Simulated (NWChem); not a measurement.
Everything below was run with NWChem. System: C₂H₃F, charge 0, spin multiplicity 1, at a geometry optimised with PBE0/def2-SVP. The structure started from a generated list of species. Level: TDA-BHandHLYP/def2-SVPD.

Output (cleaned and shortened):

```
             Northwest Computational Chemistry Package (NWChem) 7.3.0
             --------------------------------------------------------

                                NWChem Input Module
                                -------------------

 Scaling coordinates for geometry "geometry" by  1.889725989
 (inverse scale =  0.529177249)

 Turning off AUTOSYM since
 SYMMETRY directive was detected!

                             Geometry "geometry" -> ""
                             -------------------------

 Output coordinates in angstroms (scale by  1.889725989 to convert to a.u.)

  No.       Tag          Charge          X              Y              Z
 ---- ---------------- ---------- -------------- -------------- --------------
    1 C                    6.0000     1.18153200    -0.18712500     0.00000000
    2 C                    6.0000    -0.12590100    -0.40751700     0.00000000
    3 F                    9.0000    -1.02129500     0.57432800     0.00000000
    4 H                    1.0000     1.58230300     0.82865300     0.00000000
    5 H                    1.0000     1.86999400    -1.03247000     0.00000000
    6 H                    1.0000    -0.59442500    -1.39728600     0.00000000

 Effective nuclear repulsion energy (a.u.)      67.6383997719

            Nuclear Dipole moment (a.u.)
            ----------------------------
        X                 Y               Z
 ---------------- ---------------- ----------------
     0.0000056692    -0.0000056692     0.0000000000

      Symmetry information
      --------------------

 Group name             Cs
 Group number              2
 Group order               2
 No. of unique centers     6

      Symmetry unique atoms

     1    2    3    4    5    6


 Summary of "ao basis" -> "" (spherical)
 ------------------------------------------------------------------------------
       Tag                 Description            Shells   Functions and Types
 ---------------- ------------------------------  ------  ---------------------
 *                         def2-svpd                  on all atoms

                                 NWChem DFT Module
                                 -----------------

 Summary of "ao basis" -> "ao basis" (spherical)
 ------------------------------------------------------------------------------
       Tag                 Description            Shells   Functions and Types
 ---------------- ------------------------------  ------  ---------------------
[...]
     Transition Moments   XX  2.99613  XY -0.41664  XZ  0.00000
     Transition Moments   YY -0.63747  YZ  0.00000  ZZ  0.48097
     Dipole Oscillator Strength                    0.4975844707
     Electric Quadrupole                           0.0000005394
     Magnetic Dipole                               0.0000002843
     Total Oscillator Strength                     0.4975852944

          sigma_e =   1.7561 Angstrom
          sigma_h =   1.3177 Angstrom
         |d_h->e| =   0.1702 Angstrom
            d_exc =   2.1629 Angstrom
            d_CD1 =   0.6085 Angstrom
            d_CD2 =  -1.3667 Angstrom
            d_CD3 =   2.3331 Angstrom
     Pearson C.C. =   0.0369

     Occ.    8  a'  ---  Virt.   14  a'      -0.06544
     Occ.    8  a'  ---  Virt.   41  a'      -0.05325
     Occ.   10  a'  ---  Virt.   16  a'       0.06934
     Occ.   10  a'  ---  Virt.   21  a'      -0.07294
     Occ.   11  a'  ---  Virt.   14  a'      -0.05098
     Occ.   11  a'  ---  Virt.   16  a'      -0.05315
     Occ.   12  a"  ---  Virt.   13  a"       0.96274
  ----------------------------------------------------------------------------
  Root   4 singlet a"             0.331705576 a.u.                9.0262 eV
  ----------------------------------------------------------------------------
     Transition Moments    X  0.00000   Y  0.00000   Z -0.17027
     Transition Moments   XX  0.00000  XY  0.00000  XZ -0.45731
     Transition Moments   YY -0.00000  YZ -0.34975  ZZ -0.00000
     Dipole Oscillator Strength                    0.0064113682
     Electric Quadrupole                           0.0000000644
     Magnetic Dipole                               0.0000010806
     Total Oscillator Strength                     0.0064125132

          sigma_e =   2.2635 Angstrom
          sigma_h =   1.3053 Angstrom
         |d_h->e| =   0.9335 Angstrom
            d_exc =   2.7550 Angstrom
            d_CD1 =   1.8918 Angstrom
            d_CD2 =  -0.8509 Angstrom
            d_CD3 =   3.6885 Angstrom
     Pearson C.C. =   0.0184

     Occ.   11  a'  ---  Virt.   13  a"       0.12517
     Occ.   12  a"  ---  Virt.   15  a'       0.12522
     Occ.   12  a"  ---  Virt.   16  a'      -0.88392
     Occ.   12  a"  ---  Virt.   17  a'      -0.34709
     Occ.   12  a"  ---  Virt.   18  a'      -0.07374
     Occ.   12  a"  ---  Virt.   20  a'      -0.08495
     Occ.   12  a"  ---  Virt.   21  a'       0.18171
     Occ.   12  a"  ---  Virt.   27  a'      -0.07492
     Occ.   12  a"  ---  Virt.   30  a'      -0.05005
  ----------------------------------------------------------------------------
  Root   5 singlet a"             0.344405616 a.u.                9.3718 eV
  ----------------------------------------------------------------------------
     Transition Moments    X  0.00000   Y  0.00000   Z  0.07123
     Transition Moments   XX  0.00000  XY -0.00000  XZ  0.32530
     Transition Moments   YY -0.00000  YZ  0.39329  ZZ -0.00000
     Dipole Oscillator Strength                    0.0011650336
     Electric Quadrupole                           0.0000000567
     Magnetic Dipole                               0.0000032020
     Total Oscillator Strength                     0.0011682923

          sigma_e =   2.2991 Angstrom
          sigma_h =   1.3655 Angstrom
         |d_h->e| =   0.7016 Angstrom
            d_exc =   2.7194 Angstrom
            d_CD1 =   1.6352 Angstrom
            d_CD2 =  -1.1308 Angstrom
            d_CD3 =   3.4209 Angstrom
     Pearson C.C. =   0.0395

     Occ.    8  a'  ---  Virt.   13  a"       0.05817
     Occ.   11  a'  ---  Virt.   13  a"      -0.59726
     Occ.   11  a'  ---  Virt.   24  a"      -0.05126
     Occ.   11  a'  ---  Virt.   26  a"      -0.05459
     Occ.   12  a"  ---  Virt.   14  a'      -0.06536
     Occ.   12  a"  ---  Virt.   15  a'       0.21349
     Occ.   12  a"  ---  Virt.   16  a'       0.23356
     Occ.   12  a"  ---  Virt.   17  a'      -0.70147
     Occ.   12  a"  ---  Virt.   18  a'       0.09392
     Occ.   12  a"  ---  Virt.   21  a'       0.08655
     Occ.   12  a"  ---  Virt.   23  a'       0.06167
     Occ.   12  a"  ---  Virt.   27  a'      -0.07366
     Occ.   12  a"  ---  Virt.   33  a'       0.05512

              Target root =      1
          Target symmetry = none
      Ground state energy =   -177.611246482705
        Excitation energy =      0.277188074941
     Excited state energy =   -177.334058407764

  stored tddft:energy   -177.33405840776433

 Task  times  cpu:       57.3s     wall:       57.3s

 Total times  cpu:       57.3s     wall:       57.3s
```

Task: Write an NWChem input that would produce this output.

Result: One answer among several that fit: 
```
start mol
memory heap 200 mb stack 900 mb global 1100 mb
geometry units angstroms nocenter noautoz
  C      1.181532    -0.187125     0.000000
  C     -0.125901    -0.407517     0.000000
  F     -1.021295     0.574328     0.000000
  H      1.582303     0.828653     0.000000
  H      1.869994    -1.032470     0.000000
  H     -0.594425    -1.397286     0.000000
  symmetry group Cs
end
basis spherical
  * library def2-svpd
end
dft
  xc bhlyp
  semidirect memsize 60000000 filesize 0
  iterations 100
end
tddft
  cis
  nroots 5
  notriplet
  thresh 1e-4
end
task tddft energy
```
